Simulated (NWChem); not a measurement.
Everything below was run with NWChem. System: CN (-1), charge -1, spin multiplicity 1, at a geometry optimised with PBE/def2-SVP. The structure started from a generated list of species. Level: G0W0@PBE0/def2-TZVPD, RI basis def2-tzvpd-rifit.

The NWChem input:

```
start mol
memory heap 200 mb stack 700 mb global 1700 mb
charge -1
geometry units angstroms nocenter noautoz
  C      0.000000     0.000000     0.641287
  N      0.000000     0.000000    -0.549674
  symmetry group C2v
end
basis spherical
  * library def2-tzvpd
end
basis "ri basis" bse spherical
  * library def2-tzvpd-rifit
end
dft
  xc pbe0
  iterations 100
  direct
  tolerances tight
end
task dft energy
gw
  states alpha occ 4 vir 2
end
task dft gw
```

Output (cleaned and shortened):

```
             Northwest Computational Chemistry Package (NWChem) 7.3.0
             --------------------------------------------------------

                                NWChem Input Module
                                -------------------

 Scaling coordinates for geometry "geometry" by  1.889725989
 (inverse scale =  0.529177249)

 Turning off AUTOSYM since
 SYMMETRY directive was detected!

                             Geometry "geometry" -> ""
                             -------------------------

 Output coordinates in angstroms (scale by  1.889725989 to convert to a.u.)

  No.       Tag          Charge          X              Y              Z
 ---- ---------------- ---------- -------------- -------------- --------------
    1 C                    6.0000     0.00000000     0.00000000     0.64128700
    2 N                    7.0000     0.00000000     0.00000000    -0.54967400

 Effective nuclear repulsion energy (a.u.)      18.6617735241

            Nuclear Dipole moment (a.u.)
            ----------------------------
        X                 Y               Z
 ---------------- ---------------- ----------------
     0.0000000000     0.0000000000     0.0000075589

      Symmetry information
      --------------------

 Group name             C2v
 Group number             16
 Group order               4
 No. of unique centers     2

      Symmetry unique atoms

     1    2


 Summary of "ao basis" -> "" (spherical)
 ------------------------------------------------------------------------------
       Tag                 Description            Shells   Functions and Types
 ---------------- ------------------------------  ------  ---------------------
 *                         def2-tzvpd                 on all atoms

 new library libraries.bse/

 Summary of "ri basis" -> "" (spherical)
 ------------------------------------------------------------------------------
       Tag                 Description            Shells   Functions and Types
 ---------------- ------------------------------  ------  ---------------------
 *                      def2-tzvpd-rifit              on all atoms

                                 NWChem DFT Module
                                 -----------------

 Summary of "ao basis" -> "ao basis" (spherical)
 ------------------------------------------------------------------------------
       Tag                 Description            Shells   Functions and Types
 ---------------- ------------------------------  ------  ---------------------
 C                         def2-tzvpd               13       37   6s3p3d1f
 N                         def2-tzvpd               13       37   6s3p3d1f

 Summary of "ao basis" -> "ao basis" (spherical)
 ------------------------------------------------------------------------------
       Tag                 Description            Shells   Functions and Types
 ---------------- ------------------------------  ------  ---------------------
 C                         def2-tzvpd               13       37   6s3p3d1f
 N                         def2-tzvpd               13       37   6s3p3d1f

      Symmetry analysis of basis
      --------------------------

        a1         34
        a2          8
        b1         16
        b2         16

            General Information
            -------------------
          SCF calculation type: DFT
          Wavefunction type:  closed shell.
          No. of atoms     :     2
          No. of electrons :    14
           Alpha electrons :     7
            Beta electrons :     7
          Charge           :    -1
          Spin multiplicity:     1
          Use of symmetry is: on ; symmetry adaption is: on
          Maximum number of iterations: 100
          This is a Direct SCF calculation.
          AO basis - number of functions:    74
                     number of shells:    26
          Convergence on energy requested:  1.00D-06
          Convergence on density requested:  1.00D-05
          Convergence on gradient requested:  5.00D-04

              XC Information
              --------------
                         PBE0 Method XC Functional
                     Hartree-Fock (Exact) Exchange  0.250
          PerdewBurkeErnzerhof Exchange Functional  0.750
            Perdew 1991 LDA Correlation Functional  1.000 local
           PerdewBurkeErnz. Correlation Functional  1.000 non-local

             Grid Information
             ----------------
          Grid used for XC integration:  medium
          Radial quadrature: Mura-Knowles
          Angular quadrature: Lebedev.
          Tag              B.-S. Rad. Rad. Pts. Rad. Cut. Ang. Pts.
          ---              ---------- --------- --------- ---------
          C                   0.70       49           8.0       434
          N                   0.65       49           8.0       434
          Grid pruning is: on
          Number of quadrature shells:    98
          Spatial weights used:  Erf1

          Convergence Information
          -----------------------
          Convergence aids based upon iterative change in
          total energy or number of iterations.
          Levelshifting, if invoked, occurs when the
          HOMO/LUMO gap drops below (HL_TOL):  1.00D-02
          DIIS, if invoked, will attempt to extrapolate
          using up to (NFOCK): 10 stored Fock matrices.

                    Damping( 0%)  Levelshifting(0.5)       DIIS
                  --------------- ------------------- ---------------
          dE  on:    start            ASAP                start
          dE off:    2 iters        100 iters           100 iters
[...]
   convergence    iter        energy       DeltaE   RMS-Dens  Diis-err    time
 ---------------- ----- ----------------- --------- --------- ---------  ------
 d= 0,ls=0.0,diis     1    -92.5571481386 -1.11D+02  6.55D-02  1.92D+00     0.3

 !! scf_movecs_sym_adapt:   32 vectors were symmetry contaminated

  Symmetry fudging

 !! scf_movecs_sym_adapt:   32 vectors were symmetry contaminated

 d= 0,ls=0.0,diis     2    -92.5649248189 -7.78D-03  1.41D-02  1.95D+00     0.5

 !! scf_movecs_sym_adapt:   30 vectors were symmetry contaminated

  Symmetry fudging

 !! scf_movecs_sym_adapt:   30 vectors were symmetry contaminated

 d= 0,ls=0.0,diis     3    -92.7368667004 -1.72D-01  4.33D-03  3.45D-01     0.7

 !! scf_movecs_sym_adapt:   32 vectors were symmetry contaminated

  Symmetry fudging

 !! scf_movecs_sym_adapt:   30 vectors were symmetry contaminated

 d= 0,ls=0.0,diis     4    -92.7717180985 -3.49D-02  1.46D-03  2.72D-02     0.9

 !! scf_movecs_sym_adapt:   32 vectors were symmetry contaminated

  Symmetry fudging

 !! scf_movecs_sym_adapt:   30 vectors were symmetry contaminated

 d= 0,ls=0.0,diis     5    -92.7748839923 -3.17D-03  3.00D-04  1.58D-04     1.0

 !! scf_movecs_sym_adapt:   32 vectors were symmetry contaminated

  Symmetry fudging

 !! scf_movecs_sym_adapt:   30 vectors were symmetry contaminated

 d= 0,ls=0.0,diis     6    -92.7749030599 -1.91D-05  1.89D-05  5.24D-07     1.2

 !! scf_movecs_sym_adapt:   32 vectors were symmetry contaminated

  Symmetry fudging

 !! scf_movecs_sym_adapt:   30 vectors were symmetry contaminated

 d= 0,ls=0.0,diis     7    -92.7749031299 -7.00D-08  3.17D-06  2.25D-08     1.4

         Total DFT energy =      -92.774903129923
      One electron energy =     -166.021847806679
           Coulomb energy =       66.883211238866
    Exchange-Corr. energy =      -12.298040086169
 Nuclear repulsion energy =       18.661773524059

 Numeric. integr. density =       14.000000955500

     Total iterative time =      1.3s

                  Occupations of the irreducible representations
                  ----------------------------------------------

                     irrep           alpha         beta
                     --------     --------     --------
                     a1                5.0          5.0
                     a2                0.0          0.0
                     b1                1.0          1.0
                     b2                1.0          1.0

                       DFT Final Molecular Orbital Analysis
                       ------------------------------------

 Vector    5  Occ=2.000000D+00  E=-7.929794D-02  Symmetry=b1
              MO Center= -1.2D-15, -2.6D-30, -9.2D-02, r^2= 1.2D+00
   Bfn.  Coefficient  Atom+Function         Bfn.  Coefficient  Atom+Function
  ----- ------------  ---------------      ----- ------------  ---------------
    44      0.332353  2 N  px                47      0.286344  2 N  px
     7      0.261639  1 C  px                10      0.210179  1 C  px
    13      0.201412  1 C  px                50      0.133101  2 N  px
    29      0.031304  1 C  d  1              24      0.029955  1 C  d  1
    66      0.028352  2 N  d  1

 Vector    6  Occ=2.000000D+00  E=-7.929794D-02  Symmetry=b2
              MO Center=  2.7D-30,  2.3D-15, -9.2D-02, r^2= 1.2D+00
   Bfn.  Coefficient  Atom+Function         Bfn.  Coefficient  Atom+Function
  ----- ------------  ---------------      ----- ------------  ---------------
    45      0.332353  2 N  py                48      0.286344  2 N  py
     8      0.261639  1 C  py                11      0.210179  1 C  py
    14      0.201412  1 C  py                51      0.133101  2 N  py
    27     -0.031304  1 C  d -1              22     -0.029955  1 C  d -1
    64     -0.028352  2 N  d -1

 Vector    7  Occ=2.000000D+00  E=-4.957862D-02  Symmetry=a1
              MO Center= -4.4D-16, -5.2D-16,  5.6D-01, r^2= 1.8D+00
   Bfn.  Coefficient  Atom+Function         Bfn.  Coefficient  Atom+Function
  ----- ------------  ---------------      ----- ------------  ---------------
     9      0.333623  1 C  pz                12      0.319013  1 C  pz
    46     -0.271860  2 N  pz                 6      0.215550  1 C  s
    42      0.216029  2 N  s                 15      0.197411  1 C  pz
    49     -0.148745  2 N  pz                 4      0.134216  1 C  s
    41      0.133180  2 N  s                 43      0.124900  2 N  s

 Vector    8  Occ=0.000000D+00  E= 2.167233D-01  Symmetry=a1
              MO Center=  2.4D-31, -1.4D-31,  1.4D+00, r^2= 8.8D+00
   Bfn.  Coefficient  Atom+Function         Bfn.  Coefficient  Atom+Function
  ----- ------------  ---------------      ----- ------------  ---------------
     6      3.596399  1 C  s                  5     -3.239361  1 C  s
    42      1.023284  2 N  s                 43     -0.923952  2 N  s
    52      0.836875  2 N  pz                 4     -0.470329  1 C  s
    12      0.368376  1 C  pz                65      0.288792  2 N  d  0
    15     -0.248810  1 C  pz                49      0.209515  2 N  pz

 Vector    9  Occ=0.000000D+00  E= 2.598212D-01  Symmetry=a1
              MO Center= -7.5D-31, -7.2D-30, -9.4D-01, r^2= 8.8D+00
   Bfn.  Coefficient  Atom+Function         Bfn.  Coefficient  Atom+Function
  ----- ------------  ---------------      ----- ------------  ---------------
     5      7.462821  1 C  s                 43     -6.574438  2 N  s
    42     -5.162828  2 N  s                 15     -4.439757  1 C  pz
    52     -2.683461  2 N  pz                 6      2.292137  1 C  s
    28      1.201382  1 C  d  0               4      1.071715  1 C  s
    12     -0.579400  1 C  pz                49     -0.227437  2 N  pz

 Vector   10  Occ=0.000000D+00  E= 2.842604D-01  Symmetry=b2
              MO Center= -5.2D-31,  2.8D-15,  5.4D-01, r^2= 2.9D+00
   Bfn.  Coefficient  Atom+Function         Bfn.  Coefficient  Atom+Function
  ----- ------------  ---------------      ----- ------------  ---------------
    14      0.456369  1 C  py                27      0.375840  1 C  d -1
     8      0.267983  1 C  py                48     -0.262917  2 N  py
    45     -0.257608  2 N  py                11      0.189222  1 C  py
    51     -0.162854  2 N  py                64      0.113705  2 N  d -1

 center of mass
 --------------
 x =   0.00000000 y =   0.00000000 z =  -0.00012205

 moments of inertia (a.u.)
 ------------------
          32.732006771476           0.000000000000           0.000000000000
           0.000000000000          32.732006771476           0.000000000000
           0.000000000000           0.000000000000           0.000000000000

     Multipole analysis of the density
     ---------------------------------

     L   x y z        total         alpha         beta         nuclear
     -   - - -        -----         -----         ----         -------
     0   0 0 0     -1.000000     -7.000000     -7.000000     13.000000

     1   1 0 0     -0.000000     -0.000000     -0.000000      0.000000
     1   0 1 0     -0.000000     -0.000000     -0.000000      0.000000
     1   0 0 1     -0.243039     -0.121523     -0.121523      0.000008

     2   2 0 0    -11.052372     -5.526186     -5.526186      0.000000
     2   1 1 0     -0.000000     -0.000000     -0.000000      0.000000
     2   1 0 1     -0.000000     -0.000000     -0.000000      0.000000
     2   0 2 0    -11.052372     -5.526186     -5.526186      0.000000
     2   0 1 1     -0.000000     -0.000000     -0.000000      0.000000
     2   0 0 2    -14.703578    -15.533963    -15.533963     16.364347

 Task  times  cpu:        1.4s     wall:        1.4s

                                NWChem Input Module
                                -------------------

                                 NWChem GW Module
                                 ----------------

                             ***********************
                             ***        GW       ***
                             ***********************

 Summary of "ri basis" -> "ri basis" (spherical)
 ------------------------------------------------------------------------------
       Tag                 Description            Shells   Functions and Types
 ---------------- ------------------------------  ------  ---------------------
 C                      def2-tzvpd-rifit            26       92   9s7p5d4f1g
 N                      def2-tzvpd-rifit            26       92   9s7p5d4f1g

                 Memory Information
                 ------------------
          Available GA per process is          1700.0 MBs
          Available stack per process is        700.0 MBs
          Available heap per process is           0.0 MBs

          Peak memory in Initialization
              Peak GA per process is                  1.2 MBs
              Peak stack per process is               0.1 MBs
              Peak heap per process is                1.4 MBs
              Memory not in MA per process            0.0 MBs

          Peak memory in AFF Calculation
              Peak GA per process is                  3.3 MBs
              Peak stack per process is               1.7 MBs
              Peak heap per process is                0.0 MBs
              Memory not in MA per process            1.7 MBs

          Computing 2-center integrals
          Computing Inverse Cholesky factor
          Computing 3-center integrals
          Computing V_xc ...

          Computing Sigma_x
          Computing RPA polarizability
          Solving quasiparticle equations

                  Alpha Orbitals
          State     Energy (eV)     Error (eV)
          -----------------------------------
@GW         4         -6.621           0.005
@GW         5         -4.503           0.002
@GW         6         -4.503           0.002
@GW         7         -3.426           0.005
@GW         8          7.010           0.002
@GW         9          8.277           0.002

   Applying  -2.0771 eV scissor-shift to rest of particle states

   Applying   1.1128 eV scissor-shift to rest of hole states

     GW Timing Statistics
   ------------------------
   Init.   :          0.0s
     ERIs  :          0.1s
     Distr.:          0.0s
     Vxc   :          0.2s
   Sigma_x :          0.0s
   RPA     :          0.0s
   Wmn     :          0.0s
   Sigma_c :          0.0s
   GW total:          0.4s

 Task  times  cpu:        0.4s     wall:        0.4s

 Total times  cpu:        1.8s     wall:        1.8s
```
